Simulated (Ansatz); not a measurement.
We consider rock-salt RbBr, described by r²SCAN+rVV10 (Ansatz, a program for electronic structure, plane waves, PAW).

Run with plane-wave cutoff 560 eV, 8×8×8 k mesh, Fermi–Dirac smearing 0.01 eV, scalar-relativistic PAW data made under PBE.

The direct gap at Γ against volume; x = 100 ln(V/40.118 Å³). One gap is withheld.

```
V (Å³/atom)      x  gap (eV)
-----------  -----  --------
37.711       -6.19     5.038
38.513       -4.08     4.977
39.316       -2.02     4.919
40.118        0.00     4.864
40.920        1.98     4.812
41.723        3.92     4.762
42.525        5.83         ?
```

Fit a straight line to the rows shown, give the volume deformation potential and predict the withheld gap.

Means of the 6 rows: x̄ = -1.065, ȳ = 4.8953 eV. Σ(x − x̄)(y − ȳ) = -1.9518 and Σ(x − x̄)² = 71.524, so the slope is -0.0273 eV per unit of x, and dE_g/d ln V = -2.7 eV. At x = 5.83: 4.8953 + (-0.0273) × (5.83 − (-1.065)) = 4.707 eV. The run gives 4.714 eV, 0.007 eV above the line, as the curve bends the same way over all rows.

Measured, for comparison: band gap 7.2 eV (temperature not stated, no zero-point or thermal correction; as tabulated in Aguado et al. (1998), arXiv:cond-mat/9809176).

Spin–orbit coupling is not included.
